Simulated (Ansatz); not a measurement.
**C3H6S2: a ladder of functionals and wavefunction methods**

An exercise on one series of results from a longer session: the logs are not shown, and one member is left open.

Computed with Ansatz 0.2.0, Gaussian basis. Level: functionals in def2-TZVPP, the program's frozen cores in correlated methods.

Plan: PBE-D4, r2SCAN-D4, PBE0-D4, B3LYP-D4, ωB97X-V, ωB97M-V, B2PLYP; CCSD(T)/def2-TZVPP; MP2/def2-QZVPP; extrapolation to the limit.

**The geometry**

All runs share one geometry, relaxed beforehand with PBE0-D4 in a triple-zeta def2 set.

SMILES `S=CCCS`, 11 atoms, charge 0, spin multiplicity 1.

Atoms are counted from 1 here; the program's logs count them from 0.

Bond lengths: S1–C2 1.608 Å, C2–C3 1.487 Å, C2–H6 1.093 Å, C3–C4 1.530 Å, C3–H7 1.097 Å, C3–H8 1.093 Å, C4–S5 1.812 Å, C4–H9 1.092 Å, C4–H10 1.091 Å, S5–H11 1.342 Å. Angles: S1–C2–C3 125.8°, S1–C2–H6 119.5°, C3–C2–H6 114.7°, C2–C3–C4 112.7°, C2–C3–H7 108.4°, C2–C3–H8 109.5°, C4–C3–H7 108.3°, C4–C3–H8 109.1°, H7–C3–H8 108.8°, C3–C4–S5 115.7°, C3–C4–H9 109.0°, C3–C4–H10 110.7°, S5–C4–H9 104.5°, S5–C4–H10 109.3°, H9–C4–H10 107.2°, C4–S5–H11 97.5°.

The first run:

File in.yaml:

```yaml
crystal:
  periodic: [false, false, false]
  atoms:
    - {symbol: S, position_ang: [-1.321237, 1.628248, 1.874529]}
    - {symbol: C, position_ang: [-0.552380, 0.356095, 1.260579]}
    - {symbol: C, position_ang: [0.653061, 0.403856, 0.392009]}
    - {symbol: C, position_ang: [0.371222, -0.073807, -1.033881]}
    - {symbol: S, position_ang: [-0.130042, -1.807121, -1.196726]}
    - {symbol: H, position_ang: [-0.927698, -0.649377, 1.465689]}
    - {symbol: H, position_ang: [1.421054, -0.246630, 0.828034]}
    - {symbol: H, position_ang: [1.036823, 1.426337, 0.356762]}
    - {symbol: H, position_ang: [1.288262, 0.002380, -1.621129]}
    - {symbol: H, position_ang: [-0.372683, 0.563776, -1.513279]}
    - {symbol: H, position_ang: [-1.401183, -1.660858, -0.791986]}
basis:
  gaussian: {orbitals: def2-TZVPP}
hamiltonian: {xc: pbe, dispersion: d4}
output: {forces: true, orbitals: {seedname: orbitals}}
```

On the command line:

```
$ ansatz run in.yaml --threads 4 --pin off --events-out ev --progress --plain --max-ram 10444MiB
```

Steps of the session up to this table: PBE-D4 (GGA); r2SCAN-D4 (meta-GGA); PBE0-D4 (hybrid); B3LYP-D4 (hybrid); ωB97X-V (range-separated); ωB97M-V (range-separated); B2PLYP (double hybrid); CCSD(T) in def2-TZVPP; MP2 in def2-QZVPP.

One of the session's tables, all rows but one given; the rest of the session is left out.

```
            method  atomisation energy (kcal/mol)
            PBE-D4                         1003.2
         r2SCAN-D4                          980.5
           PBE0-D4                          985.1
          B3LYP-D4                          975.2
           ωB97X-V                          979.2
           ωB97M-V                          981.9
            B2PLYP                          964.4
     HF/def2-TZVPP                          701.1
    MP2/def2-TZVPP                          965.9
   CCSD/def2-TZVPP                          932.9
CCSD(T)/def2-TZVPP                          950.6
           MP2/CBS                              ?
       CCSD(T)/CBS                          976.4
```

Estimate the missing values for MP2/CBS.

The run gave: atomisation energy (kcal/mol): 991.6. In the column «atomisation energy (kcal/mol)» it lies between PBE0-D4 (985.1) and PBE-D4 (1003.2).

To keep in mind: Free atoms (2 S, 3 C, 6 H) were run apart at each level; the atomisation energy is their sum less the molecule, without zero-point or spin-orbit terms.
